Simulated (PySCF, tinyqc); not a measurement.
Worked calculation: harmonic frequencies on the RHF/sto-3g surface (energies and gradients from PySCF), for CH2, spin multiplicity 1. The lowest restricted solution is unstable here: a spin-polarised one lies 0.0253 hartree lower (PySCF). One step of it, computed by the program tinyqc.

Task: Normal modes. Diagonalise H_ij / sqrt(m_i m_j); the 6 smallest eigenvalues belong to translations and rotations; wavenumber = sqrt(eigenvalue / 1822.888) x 219474.63; each mode has its largest component positive (the first on a tie); zero-point energy = sum of wavenumbers / 2, with 349.755 1/cm per kcal/mol.

Hessian (symmetrised) (hartree/bohr^2), lower triangle:
```
             1Cx          1Cy          1Cz          2Hx          2Hy         2Hz          3Hx          3Hy
1Cx   0.00078876
1Cy   0.02001712   0.50923803
1Cz  -0.00109812  -0.00162237   0.41330621
2Hx  -0.00036823  -0.00971775  -0.00494352   0.00041806
2Hy  -0.00989948  -0.26071778  -0.13856375   0.01106685   0.29268299
2Hz  -0.00779714  -0.21117517  -0.20058390   0.00637589   0.17405718  0.18560637
3Hx  -0.00042049  -0.01029938   0.00604164  -0.00004984  -0.00116738  0.00142124   0.00047031
3Hy  -0.01011766  -0.24852066   0.14018613  -0.00134910  -0.03196501  0.03711784   0.01146676   0.28048588
3Hz   0.00889525   0.21279754  -0.21272240  -0.00143237  -0.03549344  0.01497757  -0.00746288  -0.17730394

            3Hz
3Hz  0.19774488
```

masses (u): 1C 12.000000, 2H 1.007825, 3H 1.007825

Give: eigenvalues of the mass-weighted Hessian; harmonic wavenumbers of the vibrations; mass-weighted modes; zero-point energy.

Result:

eigenvalues of the mass-weighted Hessian (hartree/(bohr^2 u)): 0.0000  0.0000  0.0000  0.0000  0.0000  0.0000  0.1235  0.4326  0.4708

harmonic wavenumbers of the vibrations (1/cm): 1806.3  3381.1  3527.3

mass-weighted modes:
```
      mode 1   mode 2   mode 3
1Cx   0.0005   0.0004  -0.0118
1Cy  -0.0052  -0.0040  -0.3002
1Cz  -0.2997  -0.2323   0.0052
2Hx  -0.0180   0.0212   0.0196
2Hy  -0.4238   0.5653   0.5255
2Hz   0.5245   0.3910   0.4225
3Hx   0.0161  -0.0227   0.0212
3Hy   0.4417  -0.5515   0.5103
3Hz   0.5096   0.4104  -0.4403
```

zero-point energy = 12.4582 kcal/mol
